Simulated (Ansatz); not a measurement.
Cost and result for the atomization energy of C2H4OS (`COC=S`) (8 atoms, 7 bonds).

```
atom   x (Å)   y (Å)   z (Å)
  C1   0.060  -0.944  -0.506
  O2   0.747   0.171   0.055
  C3  -0.008   1.114   0.595
  S4   0.571   2.451   1.280
  H5   0.827  -1.609  -0.896
  H6  -0.521  -1.465   0.258
  H7  -0.595  -0.624  -1.320
  H8  -1.082   0.905   0.535
```

Charge 0, multiplicity 1. Geometry: relaxed with PBE0-D4/def2-TZVP. It is one conformer, not always the lowest. Program: Ansatz. All runs use 2 threads of an Intel Xeon Platinum 8488C on a shared host. Times are those of one run each, without the atoms' runs, and a repeat can differ threefold. Electronic energies, without spin–orbit coupling; frozen cores. CCSD(T)/CBS adds CCSD(T) − MP2 in def2-TZVPP to the MP2 limit, and its time is that of the two runs behind it. T1 = 0.017. B3LYP takes the VWN-RPA correlation (the form of Gaussian; ORCA's B3LYP/G). HSE06 is the plane-wave form, built on full-range PBE exchange.

CCSD(T)/CBS is a level of theory with its own doubt, some kJ/mol a heavy atom from the limit and from the frozen cores, so smaller differences don't rank the functionals.

| level | functions | wall time |
| --- | --- | --- |
| LDA (SPW92)/def2-TZVPP | 191 | 1 s |
| BLYP-D4/def2-TZVPP | 191 | 1.6 s |
| PBE-D4/def2-TZVPP (with forces) | 191 | 1.9 s |
| CCSD(T)/def2-SVP | 80 | 2 s |
| PBE0-D4/def2-TZVPP | 191 | 2.1 s |
| HSE06-D4/def2-TZVPP | 191 | 2.1 s |
| B3LYP-D4/def2-TZVPP (with forces) | 191 | 2.6 s |
| r2SCAN-D4/def2-TZVPP (with forces) | 191 | 2.9 s |
| B2PLYP/def2-TZVPP | 191 | 3.9 s |
| ωB97M-V/def2-TZVPP (with forces) | 191 | 6.5 s |
| MP2/def2-QZVPP | 361 | 14 s |
| CCSD(T)/def2-TZVPP | 191 | 34 s |
| CCSD(T)/CBS(def2) | – | 48 s |

What atomization energy does each give, and how far from CCSD(T)/CBS? (Estimate.)

The calculation gave: 
```tsv
level	atomization (kJ/mol)	difference from CCSD(T)/CBS	per bond
LDA (SPW92)/def2-TZVPP	3553.7	530.4	75.8
BLYP-D4/def2-TZVPP	3048.9	25.6	3.7
PBE-D4/def2-TZVPP (with forces)	3136.5	113.2	16.2
CCSD(T)/def2-SVP	2856.8	-166.5	-23.8
PBE0-D4/def2-TZVPP	3045.6	22.3	3.2
HSE06-D4/def2-TZVPP	3049.2	25.9	3.7
B3LYP-D4/def2-TZVPP (with forces)	3028.3	5.0	0.7
r2SCAN-D4/def2-TZVPP (with forces)	3048.2	24.9	3.6
B2PLYP/def2-TZVPP	2998.4	-24.9	-3.6
ωB97M-V/def2-TZVPP (with forces)	3040.5	17.2	2.5
MP2/def2-QZVPP	3057.1	33.8	4.8
CCSD(T)/def2-TZVPP	2939.0	-84.3	-12.0
CCSD(T)/CBS(def2)	3023.3	0.0	0.0
```

Leaving LDA and LC-ωPBE aside and taking each functional with its dispersion term where it has one, the values, not all of them listed here, spread over 237.6 kJ/mol, from BHLYP-D4 to PBE-D4. LDA lies +430.1 kJ/mol from PBE without D4, its usual overbinding. From BLYP to BHLYP (50 % exact exchange), in def2-TZVPP and without D4, the atomization energy moves by −135.7 kJ/mol: exact exchange takes away binding that semilocal exchange gives to molecules. The D4 term adds +20.6 kJ/mol with B3LYP and +10.7 kJ/mol with PBE0; it sums over pairs of atoms, weighted by their polarisabilities, and B3LYP, whose exchange is more repulsive, gets the larger term.
